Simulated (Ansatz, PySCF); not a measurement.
Species: isobutane, C4H10, net charge 0, singlet state. 
Coordinates optimised at B3LYP-D3(BJ)/def2-TZVP (Ansatz, an electronic-structure program):
```xyz
14

C     -0.0001     0.0018     0.3735
H     -0.0004     0.0072     1.4696
C      0.0053     1.4545    -0.1028
H      0.0058     1.5017    -1.1956
H     -0.8762     1.9925     0.2527
H      0.8904     1.9861     0.2532
C      1.2575    -0.7325    -0.0917
H      1.3032    -0.7643    -1.1842
H      2.1624    -0.2356     0.2644
H      1.2737    -1.7623     0.2716
C     -1.2627    -0.7234    -0.0925
H     -1.3079    -0.7549    -1.1849
H     -1.2865    -1.7530     0.2709
H     -2.1642    -0.2200     0.2631
```

Total electronic energies in hartree. Valence correlation only, unless marked. No spin-orbit coupling. No relativistic terms. CBS(X,Y): correlation extrapolated as X^-3; Hartree-Fock from the larger set. The bracket is a focal-point correction in the basis named.

| level | program | energy (Eh) |
|---|---|---|
| HF/cc-pVTZ | Ansatz | -157.35599 |
| BLYP-D3(BJ)/def2-TZVPD | Ansatz + dftd3 | -158.42193 |
| B3LYP/def2-TZVPD | Ansatz | -158.52171 |
| PBE0/6-31G* | Ansatz | -158.25125 |
| PBE0-D4/def2-TZVPD | Ansatz + dftd4 | -158.31535 |
| BHLYP-D3(BJ)/def2-TZVPD | Ansatz + dftd3 | -158.41588 |
| BHLYP/def2-TZVPD | Ansatz | -158.40430 |
| TPSSh-D4/def2-TZVPD | PySCF + dftd4 | -158.53804 |
| HSE06/def2-TZVPD | Ansatz | -158.29772 |
| CAM-B3LYP-D3(BJ)/def2-TZVPD | Ansatz + dftd3 | -158.41928 |
| LC-wPBE/def2-TZVPD | Ansatz | -158.41847 |
| wB97M-V/def2-TZVPD | Ansatz | -158.40284 |
| MP2/cc-pVTZ | Ansatz | -158.07658 |
| RI-MP2/cc-pVQZ | Ansatz | -158.12991 |
| RI-MP2/CBS(cc-pVTZ,cc-pVQZ)+[CCSD(T)-MP2]/cc-pVTZ | Ansatz | -158.2412 |

Totals of different functionals don't rank their quality; only differences between species are comparable.
